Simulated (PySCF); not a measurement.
Gas-phase reaction: Al + 2 NH₃ ⇌ AlH₃.NH₃ + N

Energies from PySCF, thermal terms from the rigid-rotor harmonic-oscillator model, ideal gas at 1 bar. † marks an energy on the PBE0/def2-TZVP geometry and frequencies. Open shells (unrestricted): Al (multiplicity 2), N (multiplicity 4); the rest are closed-shell singlets. Spin-orbit splitting is ignored; it lowers the true energy and changes the entropy of Al. Adducts (AlH₃.NH₃) have no counterpoise correction, and HF, PBE, BLYP, B3LYP and PBE0 lack dispersion. AlH₃.NH₃: computed as isolated molecules; such fragments, hydroxides, amides, oligomers or adducts are transient or little studied in the gas.

r2SCAN/def2-TZVP† gives ΔH°(298 K) = 172 kJ.

Task: What do HF/def2-TZVP†, LDA/def2-TZVP†, PBE/def2-TZVP† give?

Result: HF/def2-TZVP†: -17 kJ; LDA/def2-TZVP†: 274 kJ; PBE/def2-TZVP†: 247 kJ. For scale, ΔH°(298 K) is 172 kJ at this level, 190 kJ at ωB97M-V/def2-TZVP†, and runs from -54 to 274 kJ over the 20 levels computed.
